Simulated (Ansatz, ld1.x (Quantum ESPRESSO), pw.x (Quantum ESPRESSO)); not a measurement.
## From atom to crystal: TM potential for rhodium (Rh)

```json
{
 "Element": "rhodium",
 "Generator": "ld1.x (Quantum ESPRESSO) 7.5",
 "Type": "norm-conserving Troullier–Martins (Kleinman–Bylander form)",
 "Functional": "LDA (PW92)",
 "Relativity": "scalar-relativistic",
 "Frozen core": "[Kr]",
 "Valence charge": "9",
 "Reference configuration": "4d8 5s1 5p0",
 "Partial waves": "5p (bound, empty): rc 3.90 bohr; 4d (bound): rc 1.30 bohr; 5s (bound): rc 2.90 bohr",
 "Local potential": "the s channel",
 "Core correction": "a·sin(br)/r model core, default radius (core density twice the valence density)"
}
```

Crystal test: fcc Rh in pw.x 7.5, no spin, 15³ k-points, Fermi–Dirac smearing 0.01 Ry, cutoffs 100/400 Ry. The reference is all-electron LAPW (Ansatz 0.2.0) with the same functional, mesh and smearing; V0 and B0 come from Birch–Murnaghan fits to the pressures at five volumes. Errors are pseudo minus all-electron; Δ is the rms difference of the E(V) curves that follow from these fits, minima aligned, over ±6 % about the mean V0. Mesh and smearing are coarse, so the numbers serve the comparison and aren't converged zero-temperature values; the lattice is a test structure that the element need not adopt.

| V (Å³/atom) | P all-electron (GPa) | P pseudo (GPa) |
| --- | --- | --- |
| 12.630 | 17.11 | 38.42 |
| 12.963 | 7.40 | 26.52 |
| 13.295 | -0.94 | 16.25 |
| 13.627 | -8.09 | 7.38 |
| 13.960 | -14.22 | -0.26 |

All-electron: a0 = 3.757 Å (V0 = 13.25 Å³/atom), B0 = 313.3 GPa.

Pseudopotential: mean pressure error (GPa): +17.41; a0 (Å): 3.821; a0 error (%): +1.71; B0 error (%): -4.4; Δ (meV/atom): 46.7. The largest radius (3.90 bohr) exceeds half the bond length (2.51 bohr), so the spheres overlap, which is one possible source of error among others. This is a poor potential for the solid. Atomic configuration tests: 1 of 9 tests not solved or not reliable.

Q: At the middle volume, how do free energy and pressure move when the wave cutoff is lowered (ecutrho kept at four times it)?

A:

| cutoff (Ry) | shift of F (meV/atom) | shift of P (GPa) |
| --- | --- | --- |
| 45 | +1969.2 | -103.85 |
| 60 | +189.4 | -15.69 |
| 80 | +2.2 | -0.35 |

The run at the middle volume (120 k-points, 7 iterations) took about 13 s on one core of a shared host (Neoverse-V1, 32 threads, 247 GiB, load 23).
